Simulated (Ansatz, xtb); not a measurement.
Isomers of C4H4O in order of energy

3 gas-phase structures of C4H4O, from a drawn sample of its isomers (lower ones may exist). Each was relaxed with GFN2-xTB:

A. `C#C/C=C\O`, a singlet
B. `C#CC(=C)O`, a singlet
C. `C#C/C=C/O`, a singlet

Make a reasoned guess at their ranking by r2SCAN-D4/def2-SVP single-point energy.

Calculated order at r2SCAN-D4/def2-SVP: A (0.000), C (0.202), B (0.271) eV.

Energies above the lowest of each column, in eV; the last columns are at PBE0-D3(BJ)/def2-SVP geometries:

```
structure  GFN2-xTB  HF/STO-3G  r2SCAN-D4/def2-SVP  PBE0-D3(BJ)/def2-SVP  CCSD(T)/def2-SVP + ΔMP2/def2-TZVPP
        A     0.000      0.000               0.000                 0.000                               0.000
        C     0.154      0.149               0.202                 0.206                               0.183
        B     0.179      0.214               0.271                 0.286                               0.187
```

Every level run on A puts it lowest or level with the lowest. Flexible structures stand in one conformer each, not always the lowest. ΔMP2 is the change of the MP2 energy from the smaller to the larger basis.

Programs: Ansatz 0.2.0, xtb 6.7.1.
